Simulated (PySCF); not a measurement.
## Bond curve of BF

Set-up: basis B def2-TZVPP, F def2-TZVPP; no relativity; PySCF 2.14. Energies in eV from B + F in their ground configurations at the same level. State: ¹Σ⁺ (singlet), closed shell.

| R (Å) | MN15 | r²SCAN0 | M06 |
| --- | --- | --- | --- |
| 1.088 | -6.880 | -6.396 | -6.810 |
| 1.139 | -7.586 | -7.056 | -7.469 |
| 1.189 | -7.984 | -7.414 | -7.826 |
| 1.227 | -8.131 | -7.536 | -7.946 |
| 1.265 | -8.180 | -7.562 | -7.971 |
| 1.303 | -8.152 | -7.516 | -7.923 |
| 1.354 | -8.026 | -7.369 | -7.774 |
| 1.417 | -7.770 | -7.093 | -7.497 |
| 1.493 | -7.374 | -6.681 | -7.085 |
| 1.594 | -6.778 | -6.071 | -6.480 |

Put a parabola through the three lowest points of the MN15 curve and estimate Re, k and ωe (reduced mass 6.97 u; 1 eV/Å² = 0.16022 mdyn/Å; ωe = 1302.8·√(k/μ) cm⁻¹).

Through R = 1.227, 1.265, 1.303 Å the second-order coefficient is 26.7 eV/Å², so Re ≈ 1.270 Å, k ≈ 8.54 mdyn/Å and ωe ≈ 1442 cm⁻¹. A polynomial fit of higher order to the unrounded MN15 energies gives Re = 1.269 Å, k = 8.27 mdyn/Å, ωe = 1419 cm⁻¹; anharmonicity and rounding make the difference.

The higher-order fit for each curve: MN15: Re = 1.269 Å, ωe = 1419 cm⁻¹, De = 8.18 eV; r²SCAN0: Re = 1.258 Å, ωe = 1438 cm⁻¹, De = 7.56 eV; M06: Re = 1.258 Å, ωe = 1442 cm⁻¹, De = 7.97 eV.
